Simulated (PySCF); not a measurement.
Molfile (atoms numbered from 1):
```
C5H10
     RDKit          3D

 15 14  0  0  0  0  0  0  0  0999 V2000
    2.2619   -0.1171   -0.2245 C   0  0  0  0  0  0  0  0  0  0  0  0
    1.0655   -0.2332    0.3520 C   0  0  0  0  0  0  0  0  0  0  0  0
   -0.2484    0.1292   -0.2774 C   0  0  0  0  0  0  0  0  0  0  0  0
   -0.9364    1.2430    0.5117 C   0  0  0  0  0  0  0  0  0  0  0  0
   -1.1494   -1.1002   -0.3938 C   0  0  0  0  0  0  0  0  0  0  0  0
    2.3677    0.2691   -1.2440 H   0  0  0  0  0  0  0  0  0  0  0  0
    3.1801   -0.4018    0.2962 H   0  0  0  0  0  0  0  0  0  0  0  0
    1.0044   -0.6254    1.3773 H   0  0  0  0  0  0  0  0  0  0  0  0
   -0.0417    0.5040   -1.2957 H   0  0  0  0  0  0  0  0  0  0  0  0
   -0.3030    2.1407    0.5711 H   0  0  0  0  0  0  0  0  0  0  0  0
   -1.8919    1.5269    0.0433 H   0  0  0  0  0  0  0  0  0  0  0  0
   -1.1548    0.9175    1.5424 H   0  0  0  0  0  0  0  0  0  0  0  0
   -1.3756   -1.5175    0.6015 H   0  0  0  0  0  0  0  0  0  0  0  0
   -0.6700   -1.8923   -0.9882 H   0  0  0  0  0  0  0  0  0  0  0  0
   -2.1077   -0.8437   -0.8722 H   0  0  0  0  0  0  0  0  0  0  0  0
  1  2  2  0
  2  3  1  0
  3  4  1  0
  3  5  1  0
  1  6  1  0
  1  7  1  0
  2  8  1  0
  3  9  1  0
  4 10  1  0
  4 11  1  0
  4 12  1  0
  5 13  1  0
  5 14  1  0
  5 15  1  0
M  END
```

PySCF 2.14 calculation with NMR shieldings at PBE0/pcSseg-1/GIAO, B3LYP/pcJ-1 coupling constants (without the spin–dipole term) and PBE0-D3(BJ)/def2-SVP geometry; no solvent, one computed conformer, relativity neglected, fast rotation and ring inversion assumed for equivalent nuclei.

Predict the 2D correlation tables (HSQC, COSY, HMBC).

## Answers



HSQC (one-bond C–H):
| δH | δC | 1J(C,H) (Hz) |
| --- | --- | --- |
| 5.80 (H8) | 155.9 (C2) | 157 |
| 5.31 (H6) | 119.7 (C1) | 164 |
| 5.13 (H7) | 119.7 (C1) | 168 |
| 2.00 (H9) | 38.2 (C3) | 132 |
| 0.99 (H10/H11/H12/H13/H14/H15) | 24.8 (C4/C5) | 133 |

COSY cross peaks (|J| ≥ 2 Hz):
| δH | δH | abs. J (Hz) | bonds |
| --- | --- | --- | --- |
| 5.80 (H8) | 5.31 (H6) | 17.9 | 3 |
| 5.80 (H8) | 5.13 (H7) | 11.2 | 3 |
| 5.80 (H8) | 2.00 (H9) | 10.8 | 3 |
| 5.31 (H6) | 5.13 (H7) | 2.3 | 2 |
| 2.00 (H9) | 0.99 (H10/H11/H12/H13/H14/H15) | 7.4 | 3 |

HMBC (two and three bonds, |J| ≥ 2.5 Hz):
| δH | δC [abs. J in Hz] |
| --- | --- |
| 5.80 (H8) | 38.2 (C3) [4.8], 24.8 (C4/C5) [3.0] |
| 5.31 (H6) | 38.2 (C3) [7.4] |
| 5.13 (H7) | 38.2 (C3) [11.9] |
| 2.00 (H9) | 155.9 (C2) [3.4], 119.7 (C1) [6.6], 24.8 (C4/C5) [2.8] |
| 0.99 (H10/H11/H12/H13/H14/H15) | 155.9 (C2) [5.3], 38.2 (C3) [3.2], 24.8 (C4/C5) [5.8] |

Referencing at the same level of theory: 1H (σref 31.27), 13C (σref 184.41) vs TMS.

Short H···H contacts in this conformer between protons four or more bonds apart (candidates for NOE cross peaks, intensity ∝ r⁻⁶): H6···H9 2.42 Å, H8···H13 2.66 Å.

Unscaled 3J(H,H) at this level run about 10 % above measured values. Shifts are as computed. Against solution values, carbons near 30 ppm lie about +2 ppm off and those near 130 ppm about +5 ppm. Of 1211 compounds with measured shifts, 218 miss one by over three times the rms of a fit or turn the order of signals round; such compounds aren't used in these exercises. Couplings across =CH–CH2 type bonds come from one rotamer and its mirror image, and can be 1–2 Hz further off. Only one conformer was computed, so three-bond couplings in flexible chains and rings are approximate.
